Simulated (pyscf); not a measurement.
H₂P–InH₂ → HP=InH + H₂ (elimination; singlet surface; H–P, H–In broken, H–H formed). PySCF, gas phase, ωB97X-D3(BJ)/def2-SVP geometries. Energies in kcal/mol from the reactant's lowest minimum found.

```json
[
 {"level": "PBE/def2-TZVP", "barrier": "(withheld)", "reaction energy": "+22.0"},
 {"level": "B3LYP-D3(BJ)/def2-TZVP", "barrier": "55.4", "reaction energy": "+24.0"},
 {"level": "PBE0-D3(BJ)/def2-TZVP", "barrier": "54.5", "reaction energy": "+26.8"},
 {"level": "M06-2X/def2-TZVP", "barrier": "56.1", "reaction energy": "+23.9"},
 {"level": "ωB97M-D3(BJ)/def2-TZVP", "barrier": "60.1", "reaction energy": "+28.5"},
 {"level": "HF/def2-TZVP", "barrier": "(withheld)", "reaction energy": "(withheld)"}
]
```

Task: What belongs in the gaps?

Result: 
- PBE/def2-TZVP, barrier: 48.4
- HF/def2-TZVP, barrier: 75.7
- HF/def2-TZVP, reaction energy: +32.6

The functionals in the table span 11.7 kcal/mol in this barrier, from PBE to ωB97M-D3(BJ)/def2-TZVP. At the saddle there is also a short H–In contact that neither side keeps. The same reactants have a lower exit, to PH₃ + InH [singlet] (barrier +52.5 kcal/mol at ωB97M-D3(BJ)/def2-TZVP, against +60.1 kcal/mol here). HP=InH lies 28.6 kcal/mol over its isomer H₂P–In [singlet] (electronic energy, ωB97M-D3(BJ)/def2-TZVP). This is the saddle that the search found; another between the same sides may lie lower. Elements past Kr carry the def2 core potentials, without spin-orbit coupling.
